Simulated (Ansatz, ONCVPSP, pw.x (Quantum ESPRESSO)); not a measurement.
**Si (diamond): variants of one ONCV potential in the solid**

ONCVPSP 4.0.1.1 (patched build) input, shortened (lines: element, Z, core and valence counts, functional; n l f; lmax; l rc ep ncon nbas qcut; lloc lpopt rc5 dvloc0; l nproj debl; icmod fcfact rcfact), LDA (Perdew-Wang 92), scalar-relativistic:

```
  Si 14.00    1    4  -001012      upf
    1    0    2.00
    2    0    2.00
    2    1    6.00
    3    0    2.00
    3    1    2.00
    1
    0    1.10    0.00    3    6   12.30
    1    1.05    0.00    3    7   12.60
    4    5    0.85    0.00
    0    2    0.40
    1    2    1.80
    0    0.00    0.00
```

Crystal test: diamond Si in pw.x 7.5, no spin, 9³ k-points, Fermi–Dirac smearing 0.01 Ry, cutoffs set for each file from its atomic test. The reference is all-electron LAPW (Ansatz 0.2.0) with the same functional, mesh and smearing; V0 and B0 come from Birch–Murnaghan fits to the pressures at five volumes. Errors are pseudo minus all-electron; Δ is the rms difference of the E(V) curves that follow from these fits, minima aligned, over ±6 % about the mean V0. Mesh and smearing are coarse, so the numbers serve the comparison and aren't converged zero-temperature values; the lattice is a test structure that the element need not adopt.

All-electron: a0 = 5.400 Å (V0 = 19.69 Å³/atom), B0 = 96.2 GPa.

2 further variants are left out: they gave no file fit for a test, a broken result, the same result as the base, or pressures whose basis-set error rivals the error shown.

| change | cutoffs (Ry) | pw.x | a0 (Å) | a0 error (%) | B0 error (%) | Δ (meV/atom) | mean pressure error (GPa) |
| --- | --- | --- | --- | --- | --- | --- | --- |
| base | 170/680 | converged | 5.406 | +0.10 | -0.5 | 1.3 | +0.30 |
| local potential polynomial inside 0.85 bohr (lpopt 5, dvloc0 4 Ha) | 170/680 | converged | 5.411 | +0.19 | -0.8 | 2.4 | +0.56 |

(1) Give the row for: all radii scaled by about 1.29 (s 1.42, p 1.36 bohr); local potential polynomial inside 1.10 bohr (lpopt 5, dvloc0 0 Ha).

Results:

(1) pw.x: converged; mean pressure error (GPa): +0.46; a0 (Å): 5.409; a0 error (%): +0.16; B0 error (%): -0.6; Δ (meV/atom): 1.9.
